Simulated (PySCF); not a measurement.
SiH4, SMILES [SiH4]. Atoms are numbered in the order given.

```xyz
5

Si     0.0000     0.0000     0.0000
H      0.8546    -0.8546    -0.8546
H     -0.8546    -0.8546     0.8546
H     -0.8546     0.8546    -0.8546
H      0.8546     0.8546     0.8546
```

Geometry optimised at B3LYP-D3(BJ)/def2-TZVPD. The isomer is the one that the SMILES or the coordinates give; other isomers of the formula were not compared.

Method: M06-2X/def2-TZVPD run with PySCF.

Symmetry labels are those of the subgroup D2 that the program uses (full group Td).

### Question
List the valence orbital energies around the gap with their symmetry. (The exact figures need the calculation; the answer reports its results.)

### Answer

```csv
orbital,symmetry,energy (eV)
HOMO−7,A,-150.78
HOMO−6,B1,-104.79
HOMO−5,B2,-104.79
HOMO−4,B3,-104.79
HOMO−3,A,-16.85
HOMO−2,B1,-11.07
HOMO−1,B2,-11.07
HOMO,B3,-11.07
LUMO,A,0.64
LUMO+1,B1,1.54
LUMO+2,B2,1.54
LUMO+3,B3,1.54
```
